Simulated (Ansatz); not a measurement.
# PN (SMILES N#P): levels of theory compared

We compute a comparison of 6 runs (B2PLYP/STO-3G, BHLYP/STO-3G, UB3LYP/STO-3G, UPBE/STO-3G, r2SCAN/STO-3G, wB97X/STO-3G) of PN. 

Program for the calculation: Ansatz 0.2.0.

46 further runs of the same task are left out: 12 that didn't finish, 34 set aside as unsound or not needed.

### 1 Starting point

The species is PN (2 atoms), meant as a singlet with charge 0. SMILES: `N#P`. The P2–N1 distance was set to 3.727 Å, away from the relaxed value.

### 2 A single-point energy at B2PLYP/STO-3G (run 1)

input.yaml

```yaml
crystal:
  periodic: [false, false, false]
  atoms:
    - symbol: N
      position_ang: [0.000000, 0.000000, -2.236334]
    - symbol: P
      position_ang: [0.000000, 0.000000, 1.490866]
basis:
  gaussian:
    orbitals: STO-3G
hamiltonian:
  xc: {name: B2PLYP}
correlation:
  frozen_orbitals: {"N": 1, P: 5}
accuracy: high
```

Launch:

```bash
$ ansatz run input.yaml --threads 1 --pin off --max-ram 2610MiB --events-out events.jsonl --progress --plain --runs-dir runs
```

Output:

```text
Warning: RAYON_NUM_THREADS=1 ignored (pool sized by the plan → 1); use --threads N
Functional definition: B2PLYP
  name "B2PLYP"
  parameter a = 0.53
  parameter c = 0.27
  exchange = (1 - a)*b88_x + a*exact_x
  correlation = (1 - c)*lyp_c + c*(mp2_os + mp2_ss)
204 factors; integrals over basis functions are off by at most 3.1e-9 eV
mean field evaluation 1: about -10541.1186 eV, gradient 2.4e1 eV
mean field evaluation 2: about -10541.1196 eV, gradient 2.4e1 eV
mean field evaluation 4: about -10539.2849 eV, gradient 2.5e1 eV
mean field evaluation 8: about -10602.3277 eV, gradient 9.4e1 eV
mean field evaluation 16: about -10628.5542 eV, gradient 2.0e1 eV
mean field evaluation 32: about -10631.4925 eV, gradient 2.5e-8 eV
mean field evaluation 64: about -10626.7731 eV, gradient 2.9e1 eV
mean field evaluation 96: about -10630.8856 eV, gradient 8.6e0 eV
mean field evaluation 128: about -10630.9912 eV, gradient 4.5e0 eV
mean field evaluation 160: about -10631.4922 eV, gradient 1.3e-2 eV
mean field -10631.49250372 eV, -390.7001432272 hartree, gradient 2.2e-8 eV, S^2 0.000000; 8 other end points of the search recorded, 0 dependent functions left out; unrestricted orbitals would lower it
6 core orbitals not correlated: weight in the atoms' cores, before any rotation towards them, 1.000 or more for the frozen orbitals, at most 0.000 for the correlated occupied ones
reference -10631.49251846 eV, -390.7001437688 hartree; 5, 5 occupied and 3, 3 virtual orbitals, 204 factors
second order -9.38808610 eV of doubles, -0.00000000 eV of singles
Total energy: -10634.02730170 eV, -390.7932953350 hartree
```

Run time: 1.3 s. Hardware: 1 thread of Intel Xeon 6975P-C (Granite Rapids), shared host.

### 3 A single-point energy at BHLYP/STO-3G (run 2)

input.yaml

```yaml
crystal:
  periodic: [false, false, false]
  atoms:
    - {symbol: N, position_ang: [0.000000, 0.000000, -2.236334]}
    - {symbol: P, position_ang: [0.000000, 0.000000, 1.490866]}
basis:
  gaussian:
    orbitals: STO-3G
hamiltonian:
  xc: {name: BHLYP}
accuracy: high
```

Launch:

```bash
$ ansatz run input.yaml --threads 1 --pin off --max-ram 2610MiB --events-out events.jsonl --progress --plain --runs-dir runs
```

Output:

```text
Warning: RAYON_NUM_THREADS=1 ignored (pool sized by the plan → 1); use --threads N
Functional definition: BHLYP
  name "BHLYP"
  parameter a = 0.5
[... 1 set-up line as earlier in the session ...]
  correlation = lyp_c
204 factors; integrals over basis functions are off by at most 3.1e-9 eV
mean field evaluation 1: about -10547.1760 eV, gradient 2.4e1 eV
mean field evaluation 2: about -10529.1644 eV, gradient 1.1e1 eV
mean field evaluation 4: about -10545.3886 eV, gradient 2.5e1 eV
mean field evaluation 8: about -10636.4662 eV, gradient 3.7e0 eV
mean field evaluation 16: about -10637.3249 eV, gradient 4.6e-1 eV
mean field evaluation 32: about -10637.5777 eV, gradient 8.2e-2 eV
mean field -10637.58806494 eV, -390.9241509704 hartree, gradient 3.6e-8 eV, S^2 0.000000; 3 other end points of the search recorded, 0 dependent functions left out
reference -10637.58808065 eV, -390.9241515477 hartree; 11, 11 occupied and 3, 3 virtual orbitals, 204 factors
Total energy: -10637.58808065 eV, -390.9241515477 hartree
```

Run time: 0.93 s. Hardware: 1 thread of Intel Xeon 6975P-C (Granite Rapids), shared host.

Runs 3 to 5 aren't shown in full; the table further down has their settings and results.

### 4 A single-point energy at wB97X/STO-3G (run 6)

input.yaml, as its differences from that of step 3:

```diff
@@ -6,6 +6,4 @@
 basis:
-  gaussian:
-    orbitals: STO-3G
-hamiltonian:
-  xc: {name: BHLYP}
+  gaussian: {orbitals: STO-3G}
+hamiltonian: {xc: {name: wB97X}}
 accuracy: high
```

Launch:

```bash
$ ansatz run input.yaml --threads 1 --pin off --max-ram 2610MiB --events-out events.jsonl --progress --plain --runs-dir runs
```

Output, cut to the lines that bear on the results:

```text
Warning: RAYON_NUM_THREADS=1 ignored (pool sized by the plan → 1); use --threads N
Functional definition: wB97X
  name "wB97X"
[...]
      + exact_x_lr(omega)
[...]
      + integral(e_c_pw_opposite_spin*poly(b97_u_opposite, 1, cos1, cos2, cos3, cos4))
204 factors; integrals over basis functions are off by at most 3.1e-9 eV
97 factors; integrals over basis functions are off by at most 2.7e-9 eV
[...]
mean field -10637.17637279 eV, -390.9090215630 hartree, gradient 8.4e-8 eV, S^2 0.000000; 3 other end points of the search recorded, 0 dependent functions left out
reference -10637.17637163 eV, -390.9090215202 hartree; 11, 11 occupied and 3, 3 virtual orbitals, 204 factors
Total energy: -10637.17637163 eV, -390.9090215202 hartree
```

Run time: 3.3 s. Hardware: 1 thread of Intel Xeon 6975P-C (Granite Rapids), shared host; peak memory 0.17 GiB.

### 5 The series

| run | level | frozen core orbitals | energy (Eh) | wall time |
| --- | --- | --- | --- | --- |
| 1 | B2PLYP/STO-3G | 6 | -390.793295 | 1.3 s |
| 2 | BHLYP/STO-3G | – | -390.924152 | 0.93 s |
| 3 | UB3LYP/STO-3G | – | -391.245235 | 0.6 s |
| 4 | UPBE/STO-3G | – | -390.994800 | 0.68 s |
| 5 | r2SCAN/STO-3G | – | -390.947891 | 4.8 s |
| 6 | wB97X/STO-3G | – | -390.909022 | 3.3 s |

### 6 Outcome

```
           quantity          value
run 6: total energy  -390.90902 Eh
```

Totals of different functionals can't be ranked against each other. In run 1 the log says that unrestricted orbitals would lower the reference, so the values rest on an unstable closed-shell determinant (other closed-shell runs at this shape may share the fault). In runs 1, 2, 3, 4, 5, 6 the basis is minimal, so the values are rough. In runs 1, 2, 5, 6 a closed-shell determinant meets a far-stretched bond, which it describes badly. Spin contamination of the reference: run 3 ⟨S²⟩ = 2.99, run 4 ⟨S²⟩ = 2.98. Where it is this large, the reference is a mixture of spin states, and values that rest on it are in doubt. All runs together took 12 s, the longest 4.8 s.
